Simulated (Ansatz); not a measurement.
Geometry optimisation, UKS B3LYP/def2-SVP in Ansatz.

Input:

```yaml
crystal:
  periodic: [false, false, false]
  atoms:
    - { symbol: "N", position_ang: [-1.0993, -0.144, 0.2404] }
    - { symbol: C, position_ang: [-0.0114, -0.0091, -0.0043] }
    - { symbol: "N", position_ang: [1.0997, 0.0882, -0.2493] }
    - { symbol: H, position_ang: [-1.6131, 0.3905, -0.5021] }
    - { symbol: H, position_ang: [1.674, -0.3993, 0.4739] }
magnetization:
  spin_polarized: true
basis:
  gaussian: { orbitals: def2-SVP }
hamiltonian:
  xc: b3lyp
relax:
  f_tol: 0.02
  max_steps: 50
```

Run as:

```bash
$ ansatz run input.yaml --threads 1 --pin off --max-ram 2048MiB --backend cpu --events-out ev --progress --plain --runs-dir out
```

Q: Where does it end, and by what steps?

A: It converged. After 10 steps the energy has fallen by 1.776 eV; H4 moved furthest, 0.38 Å. The start is strongly strained (largest force component 13 eV/Å).

```json
{"step": "0", "energy less start (eV)": "0.0000", "largest force component (eV/Å)": "13.206", "accepted": "yes"}
{"step": "1", "energy less start (eV)": "-1.2691", "largest force component (eV/Å)": "1.205", "accepted": "yes"}
{"step": "2", "energy less start (eV)": "-1.4808", "largest force component (eV/Å)": "1.720", "accepted": "yes"}
{"step": "3", "energy less start (eV)": "-1.6539", "largest force component (eV/Å)": "1.344", "accepted": "yes"}
{"step": "4", "energy less start (eV)": "-1.7094", "largest force component (eV/Å)": "0.897", "accepted": "yes"}
{"step": "5", "energy less start (eV)": "-1.7117", "largest force component (eV/Å)": "0.659", "accepted": "yes"}
{"step": "6", "energy less start (eV)": "-1.7627", "largest force component (eV/Å)": "0.428", "accepted": "yes"}
{"step": "7", "energy less start (eV)": "-1.7672", "largest force component (eV/Å)": "0.859", "accepted": "yes"}
{"step": "8", "energy less start (eV)": "-1.7646", "largest force component (eV/Å)": "0.251", "accepted": "no"}
{"step": "9", "energy less start (eV)": "-1.7759", "largest force component (eV/Å)": "0.027", "accepted": "yes"}
{"step": "10", "energy less start (eV)": "-1.7761", "largest force component (eV/Å)": "0.016", "accepted": "yes"}
```

```xyz
5
Properties=species:S:1:pos:R:3
N -1.220 -0.218 -0.055
C 0.003 -0.144 -0.087
N 1.215 -0.244 -0.225
H -1.782 0.609 -0.239
H 1.834 -0.076 0.564
```

Time of the run: 18 s on 1 thread of Arm Neoverse V2, with other jobs on the host, peak memory 0.11 GiB.
